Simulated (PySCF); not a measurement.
Gas-phase reaction: N2H2 + 2 H3SiNH2 + 2 C2H3 (vinyl) → 2 H3SiN(CH3)2 + N2

Computed with PySCF (xtb for GFN2) and rigid-rotor harmonic-oscillator thermochemistry at 1 bar. † marks an energy on the PBE0/def2-TZVP geometry and frequencies; other levels use their own. 6-31G* has spherical d functions here. Open shells (unrestricted): C2H3 (vinyl) (multiplicity 2); the rest are closed-shell singlets. GFN2 has no spin-polarisation term. B3LYP is the form with VWN-RPA correlation. H3SiNH2: computed as isolated molecules; such fragments, hydroxides, amides, oligomers or adducts are transient or little studied in the gas. The harmonic model lacks anharmonicity and excited electronic states, which grow with temperature; levels with a mode under 35 cm⁻¹ are left out. Internal rotation in H3SiNH2, H3SiN(CH3)2 is treated as a harmonic vibration of one conformer, which makes the entropy rough.

```tsv
level	ΔE electronic, kJ	ΔH°(298 K), kJ	ΔS°(298 K), J/K	ΔG°(1400 K), kJ
B3LYP/6-31G*	-815	-776	-367	-260
B3LYP/def2-TZVP†	-728	-692	-367	-177
BLYP/def2-TZVP†	-693	-657	-367	-142
GFN2-xTB	-895	-852	-366	-337
M06-2X/def2-TZVP†	-804	-768	-367	-254
PBE/def2-SVP	-802	-766	-366	-253
PBE/def2-TZVP†	-750	-714	-367	-199
PBE0/def2-SVP†	-817	-781	-367	-266
PBE0/def2-TZVP	-771	-735	-367	-221
r2SCAN/def2-TZVP†	-747	-711	-367	-197
ωB97M-V/def2-TZVP†	-795	-759	-367	-245
```
ΔH° is lowest at GFN2-xTB and highest at BLYP/def2-TZVP†. No reference value is set beside these.
